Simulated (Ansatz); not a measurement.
System: bcc Cs. Method: LDA (PAW; Ansatz, a program for electronic structure).

A relaxed, unreconstructed slab of the (100) face has 6 atoms, two equal faces of 33.194 Å² each and an energy of -33028.7858 eV. A bulk cell of 2 atoms with the same orientation and in-plane k mesh has -11009.7341 eV. Energies are extrapolated to zero smearing.

Run with plane-wave cutoff 500 eV, 10×10×1 k mesh (along the axes of the cell as run), Fermi–Dirac smearing 0.1 eV, scalar-relativistic PAW data made under PBE.

Worked out: γ = (E_slab − N E_bulk per atom)/2A = [-33028.7858 − 6 × (-11009.7341/2)]/(2 × 33.194) = 0.0063 eV/Å². With 16.022 J/m² per eV/Å² this is 0.10 J/m², or 0.21 eV per surface cell and face.
